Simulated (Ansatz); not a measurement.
# C2H6N2O2: the cost of one run

Computed with Ansatz 0.2.0 (the levels named in each step, unless a step's input says otherwise).

## (1) Starting point

Bond lengths: N1–C2 1.326 Å, C2–O3 1.217 Å, N4–C5 1.326 Å, C5–O6 1.217 Å, N1–H7 1.032 Å, N1–H8 1.004 Å, C2–H9 1.104 Å, N4–H10 1.032 Å, N4–H11 1.004 Å, C5–H12 1.104 Å. Angles: N1–C2–O3 125.1°, N1–C2–H9 114.2°, O3–C2–H9 120.7°, C2–N1–H7 120.1°, C2–N1–H8 121.4°, H7–N1–H8 118.5°, N4–C5–O6 125.1°, N4–C5–H12 114.2°, O6–C5–H12 120.7°, C5–N4–H10 120.1°, C5–N4–H11 121.4°, H10–N4–H11 118.5°.

As a file:

```xyz
12

N     1.3556   -0.0589    1.1400
C     1.8788    0.5941    0.1113
O     1.2893    0.8635   -0.9193
N    -1.3594    0.0701   -1.1348
C    -1.8791   -0.5929   -0.1108
O    -1.2851   -0.8758    0.9135
H     0.3764   -0.3840    1.1023
H     1.8942   -0.2532    1.9648
H     2.9324    0.8931    0.2528
H    -0.3769    0.3856   -1.1016
H    -1.9009    0.2726   -1.9557
H    -2.9344   -0.8872   -0.2500
```

## (2) A rough first relaxation, PBE-D4/def2-SVP

This run stands in another session on the same molecule. It ended at:

```xyz
12

N     1.3669   -0.0678    1.1590
C     1.8927    0.5987    0.1159
O     1.3033    0.8856   -0.9345
N    -1.3687    0.0731   -1.1566
C    -1.8941   -0.5946   -0.1140
O    -1.3043   -0.8827    0.9359
H     0.3698   -0.4004    1.1370
H     1.9450   -0.2513    1.9786
H     2.9676    0.8982    0.2656
H    -0.3714    0.4051   -1.1348
H    -1.9470    0.2571   -1.9759
H    -2.9691   -0.8938   -0.2636
```

## (3) Relaxation, HF/STO-3G

File input.yaml:

```yaml
crystal:
  periodic: [false, false, false]
  atoms:
    - { symbol: "N", position_ang: [1.36690378, -0.06781327, 1.15901837] }
    - { symbol: C, position_ang: [1.8927103, 0.59866024, 0.11585209] }
    - { symbol: O, position_ang: [1.30333167, 0.88557793, -0.93450382] }
    - { symbol: "N", position_ang: [-1.36870924, 0.07307507, -1.15656481] }
    - { symbol: C, position_ang: [-1.89409422, -0.5946358, -0.11397735] }
    - { symbol: O, position_ang: [-1.30433052, -0.88267777, 0.93585484] }
    - { symbol: H, position_ang: [0.36982433, -0.40035873, 1.13702379] }
    - { symbol: H, position_ang: [1.94501858, -0.25132239, 1.97863708] }
    - { symbol: H, position_ang: [2.96758433, 0.89817367, 0.26561869] }
    - { symbol: H, position_ang: [-0.37143674, 0.40505849, -1.13482783] }
    - { symbol: H, position_ang: [-1.94700775, 0.25713044, -1.9759315] }
    - { symbol: H, position_ang: [-2.9690845, -0.89380787, -0.26358956] }
basis:
  gaussian: { orbitals: STO-3G }
hamiltonian:
  xc: hf
relax:
  f_tol: 0.002
  max_steps: 150
```

Command:

```bash
$ ansatz run input.yaml --threads 4 --pin off --max-ram 10240MiB --backend cpu --events-out ev --progress --plain --runs-dir out
```

What time and memory should one allow on 4 threads of AMD EPYC (Zen 3), shared host?

About 55 s, with a peak of 0.12 GiB.
